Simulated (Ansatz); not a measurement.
We consider rock-salt GdN, described by r²SCAN (Ansatz, a program for electronic structure, plane waves, hard PAW).

Settings: plane-wave cutoff 870 eV, 14×14×14 k mesh, Fermi–Dirac smearing 0.05 eV, ferromagnetic start, spin-polarised with parallel moments.

Cell (relaxed at this level):

```xyz
4
Lattice="4.9736 2.4868 2.4868 2.4868 4.9736 2.4868 2.4868 2.4868 4.9736" Properties=species:S:1:pos:R:3 pbc="T T T"
Gd     0.0000     0.0000     0.0000
Gd     4.9736     4.9736     4.9736
N      2.4868     2.4868     2.4868
N      7.4604     7.4604     7.4604
```

Problem. What does this level give for the magnetic moment (largest site, within a sphere)?

Solution. 
* **magnetic moment (largest site, within a sphere)**: 6.93 μB

Note: the 4f shell is treated without U or exact exchange, so its levels and filling can be wrong.

Moments are spin moments.

Spin–orbit coupling is not included.

Computed values are for the static lattice.

Computing time: around 30 core-minutes (rough).
